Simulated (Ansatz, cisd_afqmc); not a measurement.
System: N2O, charge 0, singlet. N2O (nitrous oxide, SMILES N#[N+][O-]).
B3LYP-D3(BJ)/def2-TZVP minimum from Ansatz (a first-principles code):
```xyz
3

N      0.0000     0.0000    -1.1943
N      0.0000     0.0000    -0.0734
O      0.0000     0.0000     1.1093
```
Charge 0, spin multiplicity 1.

Total energies in cc-pVTZ, 16 correlated electrons, 3 frozen orbitals. Open shells are spin-unrestricted; no spin-orbit coupling. Correlated methods leave the cores frozen. No relativity. AFQMC/CISD: phaseless, guided by CISD from CCSD amplitudes; bars are statistical, one sigma. Outlying blocks are dropped, and bars are widened where a walk drifts. Over all cases where full CI ran beside it in this data, AFQMC minus full CI had a median of +0.1 mEh and passed +0.4 mEh in a tenth of the cases.

```json
[
 {"method": "HF", "program": "Ansatz", "energy (Eh)": "-183.75101", "minus CCSDT(Q) (mEh)": "658.44"},
 {"method": "MP2", "program": "Ansatz", "energy (Eh)": "-184.39158", "minus CCSDT(Q) (mEh)": "17.87"},
 {"method": "CCSD", "program": "Ansatz", "energy (Eh)": "-184.37184", "minus CCSDT(Q) (mEh)": "37.62"},
 {"method": "CCSD(T)", "program": "Ansatz", "energy (Eh)": "-184.40680", "minus CCSDT(Q) (mEh)": "2.66"},
 {"method": "CCSDT(Q)", "program": "Ansatz", "energy (Eh)": "-184.40945", "minus CCSDT(Q) (mEh)": "0.00"},
 {"method": "AFQMC/CISD", "program": "cisd_afqmc", "energy (Eh)": "-184.4085 ± 0.0005", "minus CCSDT(Q) (mEh)": "0.9 ± 0.5"}
]
```

Rough core times of Ansatz's runs on a shared machine: CCSD(T) under 20 s, CCSDT(Q) 5 min.
